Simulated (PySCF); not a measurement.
**Trend along the third period: MF molecules**

PBE0 with double-zeta basis sets in PySCF, for the lowest determinant that a PBE0 search found; no spin–orbit coupling. De refers to high-spin ground-configuration atoms. A positive dipole means M(−)F(+).

```json
{"M": "Na", "basis": "def2-SVPD", "state (unpaired electrons)": "singlet (closed shell)", "Re (Å)": "1.940", "ωe (cm⁻¹)": "531", "De (eV)": "4.77", "μ (D)": "-8.27"}
{"M": "Mg", "basis": "x2c-SVPall", "state (unpaired electrons)": "doublet (σ ↑)", "Re (Å)": "1.768", "ωe (cm⁻¹)": "722", "De (eV)": "4.47", "μ (D)": "-3.13"}
{"M": "Al", "basis": "def2-SVPD", "state (unpaired electrons)": "singlet (closed shell)", "Re (Å)": "1.698", "ωe (cm⁻¹)": "765", "De (eV)": "6.74", "μ (D)": "-1.66"}
{"M": "S", "basis": "def2-SVP", "state (unpaired electrons)": "doublet (π ↑)", "Re (Å)": "1.616", "ωe (cm⁻¹)": "868", "De (eV)": "3.42", "μ (D)": "-1.08"}
{"M": "Cl", "basis": "x2c-SVPall", "state (unpaired electrons)": "singlet (closed shell)", "Re (Å)": "1.644", "ωe (cm⁻¹)": "800", "De (eV)": "2.40", "μ (D)": "-1.16"}
```

The shortest bond is that of SF (1.616 Å), the longest that of NaF (1.940 Å). AlF is bound most strongly (6.74 eV) and ClF least (2.40 eV).

The rows differ in basis set, which adds steps of its own.

The state changes along the series, so neighbouring rows are not always alike in their bonding.

States were picked by a PBE0 search and need not be the measured ground states.
